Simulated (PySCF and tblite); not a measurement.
C3H8O, numbered as in [CH3:1][CH2:2][CH2:3][OH:4].

Geometries GFN2-xTB; weights from PBE0-D3(BJ)/pcSseg-1 (IEF-PCM, chloroform) energies and GFN2-xTB thermal corrections, with symmetry numbers and mirror pairs. Conformers within 3 kcal/mol (GFN2-xTB free energy) were kept, 10 at most. GIAO shieldings: PBE0/pcSseg-1 (IEF-PCM, chloroform). Shifts are against TMS (¹H), TMS (¹³C) at the same level. Run with PySCF (density fitting) and tblite.

Torsions listed: C1–C2–C3–O4, C2–C3–O4–H4. Of a mirror pair one member is shown.

| conformer | shape | weight % | dipole D |
| --- | --- | --- | --- |
| 1 | 62°, 56° | 31.1 | 1.97 |
| 2 | -178°, -58° | 22.9 | 1.99 |
| 3 | 68°, -58° | 21.8 | 2.02 |
| 4 | 67°, -179° | 16.2 | 1.89 |
| 5 | 180°, 180° | 8.1 | 1.85 |

Task: How do the computed shifts compare with measured ones?

Result: 
```
nucleus  signal  leading conformer  average  measured                                          medium
     ¹H      H1               1.11     1.03      0.94  not stated per compound (mostly CDCl3 or CCl4)
     ¹H      H2               1.45     1.52      1.59  not stated per compound (mostly CDCl3 or CCl4)
     ¹H      H3               3.89     3.90      3.59  not stated per compound (mostly CDCl3 or CCl4)
    ¹³C      C1               12.8     12.5      10.3  not stated per compound (mostly CDCl3 or CCl4)
    ¹³C      C2               32.2     31.2      25.9  not stated per compound (mostly CDCl3 or CCl4)
    ¹³C      C3               69.1     70.0      64.2  not stated per compound (mostly CDCl3 or CCl4)
```

Measured values: Pretsch, Buehlmann, Badertscher, Structure Determination of Organic Compounds, 4th ed. (2009). Mean difference for ¹H: 0.11 ppm, scatter 0.16 ppm. Mean difference for ¹³C: 4.43 ppm, scatter 1.59 ppm. The computed shifts are unscaled and lack vibrational corrections.
